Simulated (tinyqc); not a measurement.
Worked calculation (part 1 of 2): UHF in the sto-3g basis, for CH2, spin multiplicity 1. Computed by tinyqc, a small Python program that keeps every step (integrals from PySCF). Settings: charge = 0, multiplicity = 1, basis = sto-3g, energy threshold = 1e-09, iteration cap = 67, orthogonalisation = symmetric, start = core, DIIS depth = 0, method = UHF, break = 0.4. Command: `OMP_NUM_THREADS=1 python tinyqc.py 27844 27845 out.jsonl` (the two numbers bound the seeds that draw the settings). One thread of a shared host (Intel(R) Xeon(R) Processor @ 2.60GHz), about 0.2 s of CPU time with the checks. Later iterations appear only in the table of the cycle.

## One-electron integrals

Geometry (angstrom):

| atom | x | y | z |
|---|---|---|---|
| C | 0.0000 | 0.0000 | 0.0000 |
| H | 0.0000 | 0.9050 | 0.5410 |
| H | 0.0000 | -0.9130 | 0.5450 |

Basis sto-3g: exponents (1/bohr^2) and contraction coefficients of normalised primitives:

| element | l (shell) | exponent | coefficient |
|---|---|---|---|
| C | s (1) | 71.6168 | 0.1543 |
| C | s (1) | 13.0451 | 0.5353 |
| C | s (1) | 3.5305 | 0.4446 |
| C | s (2) | 2.9412 | -0.1000 |
| C | s (2) | 0.6835 | 0.3995 |
| C | s (2) | 0.2223 | 0.7001 |
| C | p (3) | 2.9412 | 0.1559 |
| C | p (3) | 0.6835 | 0.6077 |
| C | p (3) | 0.2223 | 0.3920 |
| H | s (1) | 3.4253 | 0.1543 |
| H | s (1) | 0.6239 | 0.5353 |
| H | s (1) | 0.1689 | 0.4446 |

Overlap, kinetic and nuclear-attraction integrals over the contracted functions; the nuclear repulsion is the sum of Za Zb / Rab.

nuclear repulsion = 6.288463 hartree

overlap S, lower triangle:
```
         1C 1s   1C 2s  1C 2px   1C 2py  1C 2pz   2H 1s   3H 1s
1C 1s   1.0000
1C 2s   0.2484  1.0000
1C 2px  0.0000  0.0000  1.0000
1C 2py  0.0000  0.0000  0.0000   1.0000
1C 2pz  0.0000  0.0000  0.0000   0.0000  1.0000
2H 1s   0.0677  0.5114  0.0000   0.4113  0.2459  1.0000
3H 1s   0.0663  0.5062  0.0000  -0.4090  0.2441  0.1596  1.0000
```

kinetic energy T (hartree), lower triangle:
```
          1C 1s   1C 2s  1C 2px   1C 2py  1C 2pz    2H 1s   3H 1s
1C 1s   15.8911
1C 2s   -0.0859  0.4722
1C 2px   0.0000  0.0000  1.4777
1C 2py   0.0000  0.0000  0.0000   1.4777
1C 2pz   0.0000  0.0000  0.0000   0.0000  1.4777
2H 1s   -0.0090  0.1189  0.0000   0.2434  0.1455   0.7600
3H 1s   -0.0094  0.1158  0.0000  -0.2386  0.1424  -0.0067  0.7600
```

nuclear attraction V (hartree), lower triangle:
```
           1C 1s    1C 2s   1C 2px   1C 2py   1C 2pz    2H 1s    3H 1s
1C 1s   -34.6523
1C 2s    -4.4405  -6.1570
1C 2px    0.0000   0.0000  -6.0259
1C 2py   -0.0003  -0.0018   0.0000  -6.2238
1C 2pz   -0.0184  -0.1849   0.0000  -0.0009  -6.0965
2H 1s    -1.2361  -2.7284   0.0000  -2.0372  -1.2651  -4.4540
3H 1s    -1.2100  -2.6924   0.0000   2.0176  -1.2513  -0.7859  -4.4319
```

core Hamiltonian H = T + V (hartree), lower triangle:
```
           1C 1s    1C 2s   1C 2px   1C 2py   1C 2pz    2H 1s    3H 1s
1C 1s   -18.7612
1C 2s    -4.5264  -5.6848
1C 2px    0.0000   0.0000  -4.5482
1C 2py   -0.0003  -0.0018   0.0000  -4.7461
1C 2pz   -0.0184  -0.1849   0.0000  -0.0009  -4.6188
2H 1s    -1.2451  -2.6095   0.0000  -1.7938  -1.1196  -3.6940
3H 1s    -1.2194  -2.5766   0.0000   1.7790  -1.1089  -0.7926  -3.6719
```

## Two-electron integrals

Functions are numbered as in S; the eight-fold symmetry (ij|kl) = (ji|kl) = (kl|ij) leaves the list below.

Two-electron integrals (ij|kl) in chemists' order, unique and non-zero (hartree):
```
(11|11) 3.5419      (21|11) 0.5769      (21|21) 0.1119      (22|11) 0.8547
(22|21) 0.2053      (22|22) 0.6247      (31|31) 0.0203      (32|31) 0.0309
(32|32) 0.1380      (33|11) 0.8524      (33|21) 0.2053      (33|22) 0.6246
(33|33) 0.6728      (41|41) 0.0203      (42|41) 0.0309      (42|42) 0.1380
(43|43) 0.0363      (44|11) 0.8524      (44|21) 0.2053      (44|22) 0.6246
(44|33) 0.6003      (44|44) 0.6728      (51|51) 0.0203      (52|51) 0.0309
(52|52) 0.1380      (53|53) 0.0363      (54|54) 0.0363      (55|11) 0.8524
(55|21) 0.2053      (55|22) 0.6246      (55|33) 0.6003      (55|44) 0.6003
(55|55) 0.6728      (61|11) 0.1587      (61|21) 0.0306      (61|22) 0.0559
(61|33) 0.0557      (61|41) 0.0016      (61|42) 0.0030      (61|44) 0.0561
(61|51) 0.0010      (61|52) 0.0018      (61|54) 2.60e-04    (61|55) 0.0558
(61|61) 0.0085      (62|11) 0.3514      (62|21) 0.0854      (62|22) 0.2824
(62|33) 0.2760      (62|41) 0.0070      (62|42) 0.0463      (62|44) 0.2901
(62|51) 0.0042      (62|52) 0.0277      (62|54) 0.0084      (62|55) 0.2810
(62|61) 0.0243      (62|62) 0.1623      (63|31) 0.0090      (63|32) 0.0465
(63|43) 0.0093      (63|53) 0.0055      (63|63) 0.0209      (64|11) 0.2473
(64|21) 0.0609      (64|22) 0.2137      (64|33) 0.2029      (64|41) 0.0134
(64|42) 0.0793      (64|44) 0.2316      (64|51) 0.0026      (64|52) 0.0196
(64|54) 0.0116      (64|55) 0.2065      (64|61) 0.0182      (64|62) 0.1461
(64|64) 0.1501      (65|11) 0.1478      (65|21) 0.0364      (65|22) 0.1278
(65|33) 0.1213      (65|41) 0.0026      (65|42) 0.0196      (65|44) 0.1273
(65|51) 0.0106      (65|52) 0.0582      (65|54) 0.0129      (65|55) 0.1345
(65|61) 0.0109      (65|62) 0.0873      (65|64) 0.0772      (65|65) 0.0671
(66|11) 0.4886      (66|21) 0.1208      (66|22) 0.4512      (66|33) 0.4271
(66|41) 0.0131      (66|42) 0.1141      (66|44) 0.4800      (66|51) 0.0078
(66|52) 0.0682      (66|54) 0.0316      (66|55) 0.4460      (66|61) 0.0349
(66|62) 0.3186      (66|64) 0.3179      (66|65) 0.1900      (66|66) 0.7746
(71|11) 0.1554      (71|21) 0.0299      (71|22) 0.0547      (71|33) 0.0545
(71|41) -0.0016     (71|42) -0.0029     (71|44) 0.0550      (71|51) 0.0009
(71|52) 0.0017      (71|54) -2.55e-04   (71|55) 0.0547      (71|61) 0.0081
(71|62) 0.0223      (71|64) 0.0151      (71|65) 0.0100      (71|66) 0.0313
(71|71) 0.0082      (72|11) 0.3466      (72|21) 0.0842      (72|22) 0.2790
(72|33) 0.2725      (72|41) -0.0069     (72|42) -0.0459     (72|44) 0.2866
(72|51) 0.0041      (72|52) 0.0274      (72|54) -0.0084     (72|55) 0.2775
(72|61) 0.0225      (72|62) 0.1178      (72|64) 0.0754      (72|65) 0.0617
(72|66) 0.1834      (72|71) 0.0235      (72|72) 0.1587      (73|31) 0.0089
(73|32) 0.0458      (73|43) -0.0092     (73|53) 0.0055      (73|63) 0.0143
(73|73) 0.0204      (74|11) -0.2450     (74|21) -0.0603     (74|22) -0.2119
(74|33) -0.2012     (74|41) 0.0132      (74|42) 0.0784      (74|44) -0.2296
(74|51) -0.0026     (74|52) -0.0195     (74|54) 0.0115      (74|55) -0.2048
(74|61) -0.0153     (74|62) -0.0759     (74|64) -0.0355     (74|65) -0.0389
(74|66) -0.1074     (74|71) -0.0177     (74|72) -0.1435     (74|74) 0.1477
(75|11) 0.1462      (75|21) 0.0360      (75|22) 0.1265      (75|33) 0.1201
(75|41) -0.0026     (75|42) -0.0195     (75|44) 0.1261      (75|51) 0.0104
(75|52) 0.0574      (75|54) -0.0128     (75|55) 0.1332      (75|61) 0.0101
(75|62) 0.0618      (75|64) 0.0387      (75|65) 0.0459      (75|66) 0.1025
(75|71) 0.0105      (75|72) 0.0856      (75|74) -0.0760     (75|75) 0.0658
(76|11) 0.0993      (76|21) 0.0242      (76|22) 0.0825      (76|33) 0.0804
(76|41) -6.21e-06   (76|42) -6.28e-05   (76|44) 0.0829      (76|51) 0.0020
(76|52) 0.0138      (76|54) -1.61e-05   (76|55) 0.0841      (76|61) 0.0067
(76|62) 0.0427      (76|64) 0.0332      (76|65) 0.0253      (76|66) 0.0784
(76|71) 0.0066      (76|72) 0.0423      (76|74) -0.0331     (76|75) 0.0251
(76|76) 0.0135      (77|11) 0.4849      (77|21) 0.1199      (77|22) 0.4487
(77|33) 0.4247      (77|41) -0.0130     (77|42) -0.1135     (77|44) 0.4774
(77|51) 0.0077      (77|52) 0.0678      (77|54) -0.0314     (77|55) 0.4435
(77|61) 0.0318      (77|62) 0.1847      (77|64) 0.1076      (77|65) 0.1031
(77|66) 0.2892      (77|71) 0.0340      (77|72) 0.3146      (77|74) -0.3150
(77|75) 0.1881      (77|76) 0.0784      (77|77) 0.7746
```

## Orthogonalisation

S = U s U^T; symmetric (Loewdin) form X = U s^(-1/2) U^T, so that X^T S X = 1.

eigenvalues of S: 0.2619  0.3349  0.8758  1.0000  1.0864  1.5057  1.9354

X, lower triangle:
```
          1C 1s    1C 2s  1C 2px   1C 2py   1C 2pz    2H 1s   3H 1s
1C 1s    1.0272
1C 2s   -0.1569   1.3417
1C 2px   0.0000   0.0000  1.0000
1C 2py  -0.0001   0.0035  0.0000   1.2095
1C 2pz  -0.0130   0.1497  0.0000   0.0015   1.0706
2H 1s    0.0268  -0.3839  0.0000  -0.3223  -0.1814   1.3015
3H 1s    0.0267  -0.3761  0.0000   0.3176  -0.1782  -0.0365  1.2934
```

## Starting guess

The start is the orbitals of the core Hamiltonian, with HOMO and LUMO mixed by +/-0.4 rad for the two spins; D(s) = C_occ C_occ^T for each spin.

D(alpha) at the start, lower triangle:
```
          1C 1s    1C 2s   1C 2px   1C 2py   1C 2pz   2H 1s   3H 1s
1C 1s    1.0644
1C 2s   -0.2828   1.2271
1C 2px   0.0401  -0.1637   0.8484
1C 2py  -0.0004   0.0031   0.0000   1.2822
1C 2pz  -0.1171   0.5413   0.3212   0.0015   0.4260
2H 1s    0.0497  -0.2054  -0.0110  -0.2070  -0.1089  0.0694
3H 1s    0.0492  -0.2029  -0.0109   0.2049  -0.1076  0.0027  0.0682
```

D(beta) at the start, lower triangle:
```
          1C 1s    1C 2s   1C 2px   1C 2py   1C 2pz   2H 1s   3H 1s
1C 1s    1.0644
1C 2s   -0.2828   1.2271
1C 2px  -0.0401   0.1637   0.8484
1C 2py  -0.0004   0.0031   0.0000   1.2822
1C 2pz  -0.1171   0.5413  -0.3212   0.0015   0.4260
2H 1s    0.0497  -0.2054   0.0110  -0.2070  -0.1089  0.0694
3H 1s    0.0492  -0.2029   0.0109   0.2049  -0.1076  0.0027  0.0682
```

## Iteration 1: building the Fock matrix

J_ij = sum D_kl (ij|kl) with D = D(alpha) + D(beta), K_ij = sum D_kl (ik|jl) for each spin; F = H + J - K(s); E = tr D H + tr D J / 2 - 0.5 sum_s tr D(s) K(s) + E_nn.

Coulomb J (hartree), lower triangle:
```
          1C 1s    1C 2s  1C 2px   1C 2py  1C 2pz   2H 1s   3H 1s
1C 1s   12.4385
1C 2s    2.4310   5.5415
1C 2px   0.0000   0.0000  5.5625
1C 2py   0.0000  -0.0003  0.0000   5.5649
1C 2pz   0.0397   0.1767  0.0000  -0.0001  5.4809
2H 1s    0.6676   2.4572  0.0000   1.8193  1.1338  3.7642
3H 1s    0.6537   2.4263  0.0000  -1.8039  1.1222  0.7147  3.7418
```

exchange K(alpha) (hartree), lower triangle:
```
          1C 1s    1C 2s   1C 2px   1C 2py  1C 2pz   2H 1s   3H 1s
1C 1s    3.6389
1C 2s    0.6499   0.8827
1C 2px  -0.0050  -0.1224   0.7633
1C 2py   0.0000  -0.0001   0.0000   0.8460
1C 2pz   0.0109   0.2537   0.2017  -0.0001  0.4331
2H 1s    0.1868   0.3906  -0.0154   0.2362  0.1715  0.2726
3H 1s    0.1830   0.3852  -0.0151  -0.2337  0.1693  0.1170  0.2659
```

exchange K(beta) (hartree), lower triangle:
```
         1C 1s    1C 2s   1C 2px   1C 2py  1C 2pz   2H 1s   3H 1s
1C 1s   3.6389
1C 2s   0.6499   0.8827
1C 2px  0.0050   0.1224   0.7633
1C 2py  0.0000  -0.0001   0.0000   0.8460
1C 2pz  0.0109   0.2537  -0.2017  -0.0001  0.4331
2H 1s   0.1868   0.3906   0.0154   0.2362  0.1715  0.2726
3H 1s   0.1830   0.3852   0.0151  -0.2337  0.1693  0.1170  0.2659
```

F(alpha) (hartree), lower triangle:
```
          1C 1s    1C 2s   1C 2px   1C 2py   1C 2pz    2H 1s    3H 1s
1C 1s   -9.9616
1C 2s   -2.7453  -1.0260
1C 2px   0.0050   0.1224   0.2510
1C 2py  -0.0003  -0.0020   0.0000  -0.0273
1C 2pz   0.0104  -0.2619  -0.2017  -0.0010   0.4290
2H 1s   -0.7642  -0.5430   0.0154  -0.2107  -0.1573  -0.2024
3H 1s   -0.7487  -0.5355   0.0151   0.2089  -0.1559  -0.1948  -0.1960
```

F(beta) (hartree), lower triangle:
```
          1C 1s    1C 2s   1C 2px   1C 2py   1C 2pz    2H 1s    3H 1s
1C 1s   -9.9616
1C 2s   -2.7453  -1.0260
1C 2px  -0.0050  -0.1224   0.2510
1C 2py  -0.0003  -0.0020   0.0000  -0.0273
1C 2pz   0.0104  -0.2619   0.2017  -0.0010   0.4290
2H 1s   -0.7642  -0.5430  -0.0154  -0.2107  -0.1573  -0.2024
3H 1s   -0.7487  -0.5355  -0.0151   0.2089  -0.1559  -0.1948  -0.1960
```

total energy of this density = -36.790453 hartree

## Iteration 1: diagonalisation and new density

Diagonalise F' = X^T F X, C = X C', fill 4 alpha and 4 beta electrons from the bottom; D(s) = C_occ C_occ^T. Each column has its largest component positive (the first on a tie).

F' = X^T F X (alpha) (hartree), lower triangle:
```
         1        2        3        4        5        6       7
1  -9.7270
2  -1.5194  -0.1914
3  -0.0106   0.1216   0.2510
4   0.0001   0.0018   0.0000   0.2840
5   0.0184  -0.0758  -0.2032   0.0009   0.5396
6  -0.1364  -0.3994   0.0092  -0.3713  -0.2211   0.2773
7  -0.1308  -0.3916   0.0091   0.3667  -0.2177  -0.0704  0.2715
```

orbital energies (alpha) (hartree): MO1 -9.9705, MO2 -0.4739, MO3 -0.2084, MO4 0.1082, MO5 0.5794, MO6 0.8289, MO7 0.8413

coefficients C (alpha):
```
            MO1      MO2      MO3      MO4      MO5      MO6      MO7
1C 1s    0.9911  -0.2198   0.0010   0.0672  -0.1828   0.0907   0.0675
1C 2s    0.0386   0.6451  -0.0043  -0.3176   0.9449  -0.6821  -0.5096
1C 2px  -0.0009  -0.0631   0.0006   0.8415   0.5004   0.1612   0.1076
1C 2py   0.0001   0.0038   0.5692   0.0005  -0.0131   0.6690  -0.9464
1C 2pz   0.0037   0.1999  -0.0010   0.4262  -0.3226  -0.7775  -0.5508
2H 1s   -0.0086   0.2730   0.4117   0.1387  -0.4963   0.1166   1.2070
3H 1s   -0.0085   0.2681  -0.4174   0.1393  -0.5145   1.1591  -0.2741
```

F' = X^T F X (beta) (hartree), lower triangle:
```
         1        2        3        4        5        6       7
1  -9.7270
2  -1.5194  -0.1914
3   0.0106  -0.1216   0.2510
4   0.0001   0.0018   0.0000   0.2840
5   0.0184  -0.0758   0.2032   0.0009   0.5396
6  -0.1364  -0.3994  -0.0092  -0.3713  -0.2211   0.2773
7  -0.1308  -0.3916  -0.0091   0.3667  -0.2177  -0.0704  0.2715
```

orbital energies (beta) (hartree): MO1 -9.9705, MO2 -0.4739, MO3 -0.2084, MO4 0.1082, MO5 0.5794, MO6 0.8289, MO7 0.8413

coefficients C (beta):
```
            MO1      MO2      MO3      MO4      MO5      MO6      MO7
1C 1s    0.9911  -0.2198   0.0010  -0.0672  -0.1828   0.0907   0.0675
1C 2s    0.0386   0.6451  -0.0043   0.3176   0.9449  -0.6821  -0.5096
1C 2px   0.0009   0.0631  -0.0006   0.8415  -0.5004  -0.1612  -0.1076
1C 2py   0.0001   0.0038   0.5692  -0.0005  -0.0131   0.6690  -0.9464
1C 2pz   0.0037   0.1999  -0.0010  -0.4262  -0.3226  -0.7775  -0.5508
2H 1s   -0.0086   0.2730   0.4117  -0.1387  -0.4963   0.1166   1.2070
3H 1s   -0.0085   0.2681  -0.4174  -0.1393  -0.5145   1.1591  -0.2741
```

D(alpha) after iteration 1, lower triangle:
```
          1C 1s    1C 2s  1C 2px   1C 2py  1C 2pz    2H 1s   3H 1s
1C 1s    1.0351
1C 2s   -0.1249   0.5185
1C 2px   0.0696  -0.3080  0.7121
1C 2py  -0.0001  -0.0002  0.0005   0.3240
1C 2pz  -0.0116  -0.0063  0.3460   0.0004  0.2216
2H 1s   -0.0588   0.1299  0.0997   0.2354  0.1132   0.2633
3H 1s   -0.0584   0.1302  0.1001  -0.2365  0.1134  -0.0793  0.2656
```

D(beta) after iteration 1, lower triangle:
```
          1C 1s    1C 2s   1C 2px   1C 2py  1C 2pz    2H 1s   3H 1s
1C 1s    1.0351
1C 2s   -0.1249   0.5185
1C 2px  -0.0696   0.3080   0.7121
1C 2py  -0.0001  -0.0002  -0.0005   0.3240
1C 2pz  -0.0116  -0.0063  -0.3460   0.0004  0.2216
2H 1s   -0.0588   0.1299  -0.0997   0.2354  0.1132   0.2633
3H 1s   -0.0584   0.1302  -0.1001  -0.2365  0.1134  -0.0793  0.2656
```

## Iteration 2: building the Fock matrix

As before.

Coulomb J (hartree), lower triangle:
```
          1C 1s   1C 2s  1C 2px   1C 2py  1C 2pz   2H 1s   3H 1s
1C 1s   11.4457
1C 2s    2.2088  5.1186
1C 2px   0.0000  0.0000  5.0984
1C 2py   0.0002  0.0004  0.0000   5.1709
1C 2pz   0.0242  0.1798  0.0000   0.0001  5.0699
2H 1s    0.6063  2.3462  0.0000   1.7818  1.1133  3.8495
3H 1s    0.5937  2.3176  0.0000  -1.7673  1.1025  0.6891  3.8327
```

exchange K(alpha) (hartree), lower triangle:
```
         1C 1s    1C 2s  1C 2px   1C 2py  1C 2pz   2H 1s   3H 1s
1C 1s   3.5898
1C 2s   0.6288   0.8104
1C 2px  0.0008  -0.1544  0.6255
1C 2py  0.0000   0.0010  0.0004   0.6819
1C 2pz  0.0013   0.1535  0.2455   0.0008  0.3998
2H 1s   0.1766   0.4721  0.0033   0.3575  0.2134  0.6309
3H 1s   0.1730   0.4673  0.0037  -0.3558  0.2118  0.1375  0.6274
```

exchange K(beta) (hartree), lower triangle:
```
          1C 1s   1C 2s   1C 2px   1C 2py  1C 2pz   2H 1s   3H 1s
1C 1s    3.5898
1C 2s    0.6288  0.8104
1C 2px  -0.0008  0.1544   0.6255
1C 2py   0.0000  0.0010  -0.0004   0.6819
1C 2pz   0.0013  0.1535  -0.2455   0.0008  0.3998
2H 1s    0.1766  0.4721  -0.0033   0.3575  0.2134  0.6309
3H 1s    0.1730  0.4673  -0.0037  -0.3558  0.2118  0.1375  0.6274
```

F(alpha) (hartree), lower triangle:
```
           1C 1s    1C 2s   1C 2px   1C 2py   1C 2pz    2H 1s    3H 1s
1C 1s   -10.9053
1C 2s    -2.9464  -1.3766
1C 2px   -0.0008   0.1544  -0.0753
1C 2py   -0.0001  -0.0024  -0.0004  -0.2571
1C 2pz    0.0045  -0.1587  -0.2455  -0.0016   0.0513
2H 1s    -0.8153  -0.7354  -0.0033  -0.3695  -0.2197  -0.4753
3H 1s    -0.7987  -0.7264  -0.0037   0.3676  -0.2182  -0.2410  -0.4666
```

F(beta) (hartree), lower triangle:
```
           1C 1s    1C 2s   1C 2px   1C 2py   1C 2pz    2H 1s    3H 1s
1C 1s   -10.9053
1C 2s    -2.9464  -1.3766
1C 2px    0.0008  -0.1544  -0.0753
1C 2py   -0.0001  -0.0024   0.0004  -0.2571
1C 2pz    0.0045  -0.1587   0.2455  -0.0016   0.0513
2H 1s    -0.8153  -0.7354   0.0033  -0.3695  -0.2197  -0.4753
3H 1s    -0.7987  -0.7264   0.0037   0.3676  -0.2182  -0.2410  -0.4666
```

total energy of this density = -38.324592 hartree

## Iteration 2: diagonalisation and new density

As before.

F' = X^T F X (alpha) (hartree), lower triangle:
```
          1        2        3        4        5        6       7
1  -10.6686
2   -1.5714  -0.4265
3   -0.0220   0.1732  -0.0753
4    0.0004   0.0016  -0.0005   0.1474
5   -0.0053   0.0728  -0.2384   0.0003   0.1803
6   -0.1332  -0.4930  -0.0188  -0.4742  -0.2518   0.0978
7   -0.1273  -0.4856  -0.0191   0.4706  -0.2489  -0.0711  0.0947
```

orbital energies (alpha) (hartree): MO1 -10.9118, MO2 -0.7855, MO3 -0.5108, MO4 -0.3102, MO5 0.2770, MO6 0.7651, MO7 0.8259

coefficients C (alpha):
```
            MO1      MO2      MO3      MO4      MO5      MO6      MO7
1C 1s    0.9927  -0.2208   0.0014   0.0629  -0.1124  -0.1739  -0.0149
1C 2s    0.0320   0.6609  -0.0062  -0.3317   0.5188   1.1438   0.1044
1C 2px  -0.0003  -0.1018   0.0027   0.7624   0.6390  -0.0098  -0.0006
1C 2py   0.0001   0.0037   0.5440  -0.0009  -0.0009  -0.0940   1.1674
1C 2pz   0.0033   0.1142   0.0006   0.5156  -0.5849   0.7798   0.0670
2H 1s   -0.0073   0.2794   0.4317   0.1812  -0.1873  -0.8361  -0.9740
3H 1s   -0.0072   0.2734  -0.4363   0.1838  -0.1881  -0.9761   0.8136
```

F' = X^T F X (beta) (hartree), lower triangle:
```
          1        2        3        4        5        6       7
1  -10.6686
2   -1.5714  -0.4265
3    0.0220  -0.1732  -0.0753
4    0.0004   0.0016   0.0005   0.1474
5   -0.0053   0.0728   0.2384   0.0003   0.1803
6   -0.1332  -0.4930   0.0188  -0.4742  -0.2518   0.0978
7   -0.1273  -0.4856   0.0191   0.4706  -0.2489  -0.0711  0.0947
```

orbital energies (beta) (hartree): MO1 -10.9118, MO2 -0.7855, MO3 -0.5108, MO4 -0.3102, MO5 0.2770, MO6 0.7651, MO7 0.8259

coefficients C (beta):
```
            MO1      MO2      MO3      MO4      MO5      MO6      MO7
1C 1s    0.9927  -0.2208   0.0014  -0.0629   0.1124  -0.1739  -0.0149
1C 2s    0.0320   0.6609  -0.0062   0.3317  -0.5188   1.1438   0.1044
1C 2px   0.0003   0.1018  -0.0027   0.7624   0.6390   0.0098   0.0006
1C 2py   0.0001   0.0037   0.5440   0.0009   0.0009  -0.0940   1.1674
1C 2pz   0.0033   0.1142   0.0006  -0.5156   0.5849   0.7798   0.0670
2H 1s   -0.0073   0.2794   0.4317  -0.1812   0.1873  -0.8361  -0.9740
3H 1s   -0.0072   0.2734  -0.4363  -0.1838   0.1881  -0.9761   0.8136
```

D(alpha) after iteration 2, lower triangle:
```
          1C 1s    1C 2s  1C 2px   1C 2py  1C 2pz    2H 1s   3H 1s
1C 1s    1.0382
1C 2s   -0.1350   0.5479
1C 2px   0.0701  -0.3202  0.5916
1C 2py  -0.0001  -0.0006  0.0004   0.2960
1C 2pz   0.0105  -0.0955  0.3814   0.0003  0.2788
2H 1s   -0.0570   0.1216  0.1109   0.2358  0.1255   0.2974
3H 1s   -0.0566   0.1222  0.1111  -0.2365  0.1257  -0.0786  0.2989
```

D(beta) after iteration 2, lower triangle:
```
          1C 1s    1C 2s   1C 2px   1C 2py  1C 2pz    2H 1s   3H 1s
1C 1s    1.0382
1C 2s   -0.1350   0.5479
1C 2px  -0.0701   0.3202   0.5916
1C 2py  -0.0001  -0.0006  -0.0004   0.2960
1C 2pz   0.0105  -0.0955  -0.3814   0.0003  0.2788
2H 1s   -0.0570   0.1216  -0.1109   0.2358  0.1255   0.2974
3H 1s   -0.0566   0.1222  -0.1111  -0.2365  0.1257  -0.0786  0.2989
```
